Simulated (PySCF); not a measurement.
## How well do the runs reproduce experiment for nitrosomethane?

**What was measured.**

NIST CCCBDB Release 22 (SRD 101), experimental dipoles lists, for the gas: dipole moment (microwave Stark effect, vibrational ground state) 2.32 D.

The results are set against them at the end.

Species: nitrosomethane, CH3NO.
SMILES with atom numbers: `[CH3:1][N:2]=[O:3]` (hydrogens: H4, H5, H6 on C1)

Structure used (B3LYP/def2-TZVP), in Å, numbered top down from 1:
```xyz
6
CH3NO angstrom
C     -0.422   -0.011   -0.096
N      0.905   -0.514    0.323
O      1.762    0.325    0.339
H     -1.118   -0.249    0.711
H     -0.720   -0.600   -0.966
H     -0.399    1.057   -0.315
```

The PySCF runs (gas phase, on this B3LYP/def2-TZVP geometry; no spin–orbit coupling):

| level | job | basis functions | wall time |
| --- | --- | --- | --- |
| B3LYP/def2-TZVP, grid level 1 | geometry optimisation from a GFN2-xTB start | 111 | 14 s |

Hardware: one thread, Arm Neoverse V1 (aarch64), shared host.

## Comparison

**Dipole moment.** Measured: 2.32 D (NIST CCCBDB Release 22 (SRD 101), experimental dipoles).

| level | computed (D) | computed − measured (D) | % (from the printed values) |
| --- | --- | --- | --- |
| B3LYP/def2-TZVP | 2.45 | +0.13 | +6 |

The computed dipoles belong to one fixed geometry; measured ones are averaged over vibrations unless marked μe. Magnitudes are compared, not signs.

No measured geometry was used, and the causes of the misses weren't examined.
